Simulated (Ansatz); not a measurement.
Relaxation of CH5N2 (8 atoms, charge -1, multiplicity 1), to a largest force component of 0.015 eV/Å in at most 40 steps.

The calculation used Ansatz 0.2.0, RKS BLYP-D4/6-31G*.

```xyz
8
Properties=species:S:1:pos:R:3:forces:R:3
N -0.616 0.712 -0.851 1.25 -0.47 -0.29
C -0.034 0.314 0.540 0.62 -0.47 -0.21
N -0.648 1.392 1.484 -1.25 -0.01 -0.28
H -1.373 0.043 -1.029 -0.84 0.02 -0.34
H -1.085 1.605 -0.678 -0.74 0.51 0.03
H -0.690 -0.594 0.795 0.13 0.24 0.30
H -0.393 1.076 2.423 0.33 0.12 0.53
H -0.089 2.238 1.326 0.50 0.07 0.26
```

Question: Where does it end, and by what steps?

Answer: It converged. Limits of this set-up: an anion without diffuse functions, the dipole of an ion depends on the origin. After 14 steps the energy has fallen by 0.535 eV; H4 moved furthest, 0.80 Å.

```csv
step,energy less start (eV),largest force component (eV/Å),accepted
0,0.0000,1.253,yes
1,-0.1132,0.658,yes
2,-0.1562,0.516,yes
3,-0.2102,0.835,yes
4,-0.3125,1.299,yes
5,-0.4674,0.524,yes
6,-0.4923,0.656,yes
7,-0.4929,0.593,yes
8,-0.5159,0.322,yes
9,-0.4518,0.845,no
10,-0.5287,0.068,yes
11,-0.5332,0.067,yes
12,-0.5345,0.032,yes
13,-0.5346,0.039,yes
14,-0.5347,0.006,yes
```

```xyz
8
Properties=species:S:1:pos:R:3
N -0.765 0.514 -0.819
C 0.030 0.410 0.446
N -0.798 1.259 1.532
H -1.812 0.582 -0.622
H -0.569 1.449 -1.216
H -0.242 -0.628 0.813
H -0.365 0.980 2.440
H -0.409 2.220 1.435
```

Run time: 20 s on 1 thread of Arm Neoverse V2 (shared host), peak memory 0.21 GiB.
